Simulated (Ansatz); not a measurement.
Ansatz (a first-principles code) input (CCSD(T)/cc-pwCVTZ): A basis named .json is the Basis Set Exchange file of that set (core-valence sets with the plain set on hydrogen).

Ansatz 0.2 input:
```yaml
crystal:
  periodic: [false, false, false]
  atoms:
    - {symbol: O, position_ang: [-1.05124578, -0.53895713, -0.04517009]}
    - {symbol: C, position_ang: [0.22159526, 0.58565329, 0.00865797]}
    - {symbol: O, position_ang: [1.25638181, 0.13571604, 0.12856953]}
    - {symbol: H, position_ang: [-0.77813459, -1.47076695, -0.15085754]}
    - {symbol: H, position_ang: [-0.30730441, 1.53440276, -0.05254589]}
    - {symbol: H, position_ang: [-1.88522068, -0.35162684, -0.51573992]}
basis:
  gaussian:
    orbitals: cc-pwCVTZ.json
total_charge: 1
magnetization: {spin_polarized: false}
correlation: {method: ccsd_t, frozen_orbitals: {C: 0, H: 0, O: 0}}
```

Output:

```
Functional definition: HF
integrals: 0.51 GiB planned
1024 factors; integrals over basis functions are off by at most 8.8e-4 eV
mean field: 0.48 GiB planned
mean field evaluation 1: about -5139.6909 eV, gradient 6.1e1 eV
mean field evaluation 2: about -5139.6959 eV, gradient 6.1e1 eV
mean field evaluation 4: about -5145.6419 eV, gradient 5.0e0 eV
mean field evaluation 8: about -5145.7105 eV, gradient 6.4e-1 eV
mean field evaluation 16: about -5142.9035 eV, gradient 4.4e1 eV
mean field -5145.71425781 eV, -189.1015110841 hartree, gradient 6.2e-6 eV, S^2 0.000000; 0 other end points of the search recorded, 0 dependent functions left out
reference -5145.71425781 eV, -189.1015110841 hartree; 12, 12 occupied and 159, 159 virtual orbitals, 1024 factors
second order -21.59350590 eV of doubles, -0.00000000 eV of singles
coupled cluster: 1.68 GiB planned
cycle   1  -21.17650123 eV  change    4.2e-1 eV  update   1.1e-1
cycle   2  -21.69387120 eV  change   -5.2e-1 eV  update   3.6e-2
cycle   3  -21.82639444 eV  change   -1.3e-1 eV  update   1.8e-2
cycle   4  -21.80901569 eV  change    1.7e-2 eV  update   4.6e-3
cycle   5  -21.80755539 eV  change    1.5e-3 eV  update   2.1e-3
cycle   6  -21.80935418 eV  change   -1.8e-3 eV  update   6.9e-4
cycle   7  -21.80898619 eV  change    3.7e-4 eV  update   3.2e-4
cycle   8  -21.80883670 eV  change    1.5e-4 eV  update   1.0e-4
cycle   9  -21.80886256 eV  change   -2.6e-5 eV  update   3.3e-5
cycle  10  -21.80885806 eV  change    4.5e-6 eV  update   1.4e-5
perturbative correction -0.78889658 eV, -0.0289914146 hartree
Total energy: -5168.31201244 eV, -189.9319632496 hartree
```
